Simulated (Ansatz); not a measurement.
Rh (fcc, Cu type): values from a third-order Birch-Murnaghan fit to a volume scan beside measured ones. Computed values: PBE (plane waves to 420 eV, PAW, scalar-relativistic; Ansatz, a first-principles code). Rh is run without spin polarisation. Rh was relaxed with its symmetry unable to fall.

| quantity | reference | kind |
|---|---|---|
| Lattice constant a (Å) | 3.794 | measured, corrected to the static lattice |
| Bulk modulus B₀ (GPa) | 271 | measured, corrected to the static lattice |

References as given in: Daniel Mejia-Rodriguez, S. B. Trickey, Physical Review B (2018), arXiv:1807.09216; H. Levämäki, M. P. J. Punkkinen, K. Kokko et al., Physical Review B (2014), arXiv:1402.3671.

Question: Estimate the PBE values and the sign and size of each difference.

Answer: 
| quantity | PBE | difference |
|---|---|---|
| Lattice constant a (Å) | 3.830 | +1.0 % |
| Bulk modulus B₀ (GPa) | 256 | -5.5 % |

PBE overestimates the lattice constant a by 1.0 %. For the bulk modulus B₀ it lies within 6.5 % of the reference.

(A scan under strain: stresses follow from slopes of the energy per volume, elastic moduli from its curvatures.)
